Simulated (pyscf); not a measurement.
Structures and frequencies: ωB97X-D3(BJ)/def2-SVP in PySCF.

Q: Estimate the classical barrier height and the reaction energy of Cl• (SMILES [Cl]) + H₃C–CH₂–Cl (SMILES CCCl) → Cl–CH₂–Cl (SMILES ClCCl) + CH₃• (SMILES [CH3]) at ωB97M-D3(BJ)/def2-TZVP. The step runs on the doublet surface, breaks C–C and forms C–Cl; take the separated reactants as zero.

A: ΔE‡ = 44.2 kcal/mol, ΔE = +14.1 kcal/mol. Zero-point energy shifts the barrier by -2.4 kcal/mol. It is a substitution at C, with an imaginary mode of 1021i cm⁻¹. On the reactant side the descent ends in what is likely a three-electron adduct, which functionals tend to overbind, 6.6 kcal/mol under the separated species and 51.2 kcal/mol under the saddle at ωB97X-D3(BJ)/def2-TZVP. Abstraction by the radical was not located in this set and often lies lower. One saddle was located; it need not be the lowest between these sides. The angle at the attacked C is 159°. Left out: the spin-orbit lowering of Cl.
